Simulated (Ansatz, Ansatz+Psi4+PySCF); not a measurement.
```xyz
2

N     0.0000    0.0000    0.5650
N     0.0000    0.0000   -0.5650
```

Basis set: cc-pVTZ (spherical functions). Left uncorrelated: 2 orbitals. Charge 0, multiplicity 1.

Computed with Ansatz (development build ahead of 0.2.0); each method stands on the lowest determinant of its kind that the runs found. Restricted open shells among the atoms or ions are ROHF, correlated in semicanonical orbitals with singles.

The atomization energy at this shape (free ground-state atoms in the same class of orbitals less the molecule, no zero-point energy) of singlet N2:

| method | atomization energy |
| --- | --- |
| RHF-CCSD | 861.2 kJ/mol |
| UHF-MP2 | 955.5 kJ/mol |
| RHF-MP2 | 957.5 kJ/mol |
| UHF | 454.3 kJ/mol |

(1) What does RHF-CCSD(T) give?

Answers

(1) 900.8 kJ/mol.
